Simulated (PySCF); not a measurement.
Homolysis of single bonds, series silaethenyl-X. Isolated molecules, 0 K electronic values unless said otherwise. One relaxed conformer stands for each flexible species; it need not be the lowest. Strings in code marks are SMILES.

The numbers are results of PySCF 2.14.0 with ωB97X-D3(BJ)/def2-TZVP // PBE0-D3(BJ)/def2-TZVP, not measurements. 

A: radical fragment (`[SiH3]`)
B: radical fragment (`C=[SiH][O]`)
C: whole molecule (`C=[SiH2]`)
D: whole molecule (`C#C[SiH]=C`)
E: radical fragment (`C[S]`)
F: radical fragment (`C[O]`)

Q: A design calls for the lowest dipole moment in this set. Which member fits?

A: A (0.02 D); next is C (0.92 D).
